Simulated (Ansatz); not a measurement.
C5H8O can be A, `C=C(C)C(C)=O`, or B, `C=C1OC1(C)C`.

Computed with Ansatz on PBE0-D4/def2-TZVP structures; ΔE is electronic, products minus reactants. CCSD(T)/CBS is the MP2 limit (def2-TZVPP, def2-QZVPP) plus CCSD(T) − MP2 in def2-TZVPP, frozen cores. Functionals use def2-TZVPP. B3LYP here is the variant with VWN-RPA as its local correlation; programs differ in this. One conformer a species, not always the lowest.

A:

```xyz
14

C    -0.683    1.359    0.117
C    -0.163    0.281   -0.471
C    -0.133    0.091   -1.951
C     0.433   -0.825    0.334
C     0.450   -0.728    1.837
O     0.897   -1.791   -0.230
H    -1.116    2.163   -0.467
H    -0.696    1.478    1.193
H    -0.586    0.940   -2.465
H     0.895   -0.033   -2.302
H    -0.661   -0.822   -2.233
H     1.006    0.154    2.166
H    -0.564   -0.644    2.235
H     0.922   -1.623    2.237
```

B:

Z-matrix (Å, degrees):
```
C
C 1 1.499
C 1 1.433 2 120.2
C 1 1.498 2 116.9 3 -161.6
O 1 1.484 2 114.0 3 62.0
H 2 1.093 1 110.0 3 98.5
H 2 1.093 1 110.4 3 -142.5
H 2 1.089 1 110.8 3 -21.5
C 3 1.316 1 156.3 2 -80.5
H 4 1.093 1 110.0 2 63.0
H 4 1.090 1 110.8 2 -176.9
H 4 1.093 1 110.4 2 -56.0
H 9 1.081 3 119.8 1 -0.0
H 9 1.082 3 121.0 1 180.0
```

(1) Which isomer does CCSD(T)/CBS put lower? Give the gap. (An estimate is asked.)

(2) Give E(B) − E(A) in kcal/mol with PBE0-D4, B2PLYP, B3LYP-D4, B3LYP, MP2/def2-TZVPP, r2SCAN-D4, CCSD(T)/def2-TZVPP. (An estimate is asked.)

Largest T1 diagnostic: 0.013.

## Answers

(1) Ansatz gave: A, by 29.8 kcal/mol.

(2) Computed: PBE0-D4 26.3, B2PLYP 30.0, B3LYP-D4 30.2, B3LYP 29.8, MP2/def2-TZVPP 28.5, r2SCAN-D4 27.1, CCSD(T)/def2-TZVPP 29.9. None reverses the order clearly.

In def2-TZVPP, CCSD(T) changes the Hartree–Fock value by −4.9 kcal/mol (the triples alone add −0.2 kcal/mol) and MP2 by −6.4 kcal/mol.
